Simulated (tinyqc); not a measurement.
Inside a calculation. Method: FCI on RHF in the sto-3g basis, frozen core, for HF, spin multiplicity 1. One step of it, computed by the program tinyqc.

Problem. Integrals over molecular orbitals. (pq|rs) = sum C_ip C_jq C_kr C_ls (ij|kl), one index at a time.

coefficients C, order 1F 1s, 1F 2s, 1F 2px, 1F 2py, 1F 2pz, 2H 1s:
$$\begin{pmatrix}
0.994871 & -0.254758 & 0.065140 & 0.000000 & 0.000000 & 0.067493 \\
0.021328 & 0.974173 & -0.337632 & 0.000000 & 0.000000 & -0.399797 \\
0.000000 & 0.000000 & 0.000000 & 0.348495 & 0.937311 & 0.000000 \\
0.000000 & 0.000000 & 0.000000 & 0.937311 & -0.348495 & 0.000000 \\
0.001925 & 0.048564 & 0.689240 & 0.000000 & 0.000000 & -0.792943 \\
-0.004159 & 0.125267 & 0.566585 & 0.000000 & 0.000000 & 0.961704
\end{pmatrix}$$

core Hamiltonian H = T + V (hartree), order 1F 1s, 1F 2s, 1F 2px, 1F 2py, 1F 2pz, 2H 1s:
$$\begin{pmatrix}
-40.514982 & -9.506276 & 0.000000 & 0.000000 & -0.010855 & -1.348751 \\
-9.506276 & -10.992130 & 0.000000 & 0.000000 & -0.133734 & -3.036358 \\
0.000000 & 0.000000 & -8.663635 & 0.000000 & 0.000000 & 0.000000 \\
0.000000 & 0.000000 & 0.000000 & -8.663635 & 0.000000 & 0.000000 \\
-0.010855 & -0.133734 & 0.000000 & 0.000000 & -8.740978 & -2.093368 \\
-1.348751 & -3.036358 & 0.000000 & 0.000000 & -2.093368 & -4.777468
\end{pmatrix}$$

Two-electron integrals (ij|kl) in chemists' order, unique and non-zero (hartree):
```
(11|11) 5.403501   (21|11) 0.841920   (21|21) 0.156299   (22|11) 1.268028
(22|21) 0.292344   (22|22) 0.926167   (31|31) 0.027998   (32|31) 0.043169
(32|32) 0.204588   (33|11) 1.264502   (33|21) 0.292403   (33|22) 0.925959
(33|33) 0.997514   (41|41) 0.027998   (42|41) 0.043169   (42|42) 0.204588
(43|43) 0.053770   (44|11) 1.264502   (44|21) 0.292403   (44|22) 0.925959
(44|33) 0.889973   (44|44) 0.997514   (51|51) 0.027998   (52|51) 0.043169
(52|52) 0.204588   (53|53) 0.053770   (54|54) 0.053770   (55|11) 1.264502
(55|21) 0.292403   (55|22) 0.925959   (55|33) 0.889973   (55|44) 0.889973
(55|55) 0.997514   (61|11) 0.120042   (61|21) 0.022105   (61|22) 0.041108
(61|33) 0.041045   (61|44) 0.041045   (61|51) 0.000905   (61|52) 0.001701
(61|55) 0.041242   (61|61) 0.003158   (62|11) 0.312545   (62|21) 0.073062
(62|22) 0.259245   (62|33) 0.255401   (62|44) 0.255401   (62|51) 0.004986
(62|52) 0.039348   (62|55) 0.266678   (62|61) 0.010491   (62|62) 0.090294
(63|31) 0.007545   (63|32) 0.045098   (63|53) 0.008226   (63|63) 0.013209
(64|41) 0.007545   (64|42) 0.045098   (64|54) 0.008226   (64|64) 0.013209
(65|11) 0.216302   (65|21) 0.051200   (65|22) 0.194458   (65|33) 0.186215
(65|44) 0.186215   (65|51) 0.010595   (65|52) 0.072992   (65|55) 0.210720
(65|61) 0.007652   (65|62) 0.083109   (65|65) 0.089140   (66|11) 0.478666
(66|21) 0.113722   (66|22) 0.465993   (66|33) 0.450428   (66|44) 0.450428
(66|51) 0.009457   (66|52) 0.105863   (66|55) 0.496613   (66|61) 0.016423
(66|62) 0.211003   (66|65) 0.225868   (66|66) 0.774606
```

Give: one-electron integrals over orbitals h = C^T H C; Two-electron integrals over orbitals.

Solution.

one-electron integrals over orbitals h = C^T H C (hartree):
$$\begin{pmatrix}
-40.497 & 0.714 & -0.173 & 0.000 & 0.000 & -0.184 \\
0.714 & -9.131 & 0.547 & 0.000 & 0.000 & 0.986 \\
-0.173 & 0.547 & -7.204 & 0.000 & 0.000 & 2.068 \\
0.000 & 0.000 & 0.000 & -8.664 & 0.000 & 0.000 \\
0.000 & 0.000 & 0.000 & 0.000 & -8.664 & 0.000 \\
-0.184 & 0.986 & 2.068 & 0.000 & 0.000 & -6.074
\end{pmatrix}$$

Two-electron integrals over orbitals (pq|rs), unique and non-zero (hartree); the lowest 1 orbital is frozen and left out:
```
(22|22) 0.862    (32|22) -0.037   (32|32) 0.148    (33|22) 0.726
(33|32) -0.029   (33|33) 0.719    (42|42) 0.186    (43|42) -0.036
(43|43) 0.041    (44|22) 0.887    (44|32) -0.074   (44|33) 0.716
(44|44) 0.998    (52|52) 0.186    (53|52) -0.036   (53|53) 0.041
(54|54) 0.054    (55|22) 0.887    (55|32) -0.074   (55|33) 0.716
(55|44) 0.890    (55|55) 0.998    (62|22) -0.108   (62|32) -0.063
(62|33) -0.028   (62|44) -0.106   (62|55) -0.106   (62|62) 0.093
(63|22) -0.202   (63|32) 0.091    (63|33) -0.108   (63|44) -0.222
(63|55) -0.222   (63|62) 0.048    (63|63) 0.205    (64|42) -0.036
(64|43) -0.019   (64|64) 0.030    (65|52) -0.036   (65|53) -0.019
(65|65) 0.030    (66|22) 0.661    (66|32) 0.059    (66|33) 0.663
(66|44) 0.639    (66|55) 0.639    (66|62) -0.061   (66|63) -0.020
(66|66) 0.697
```
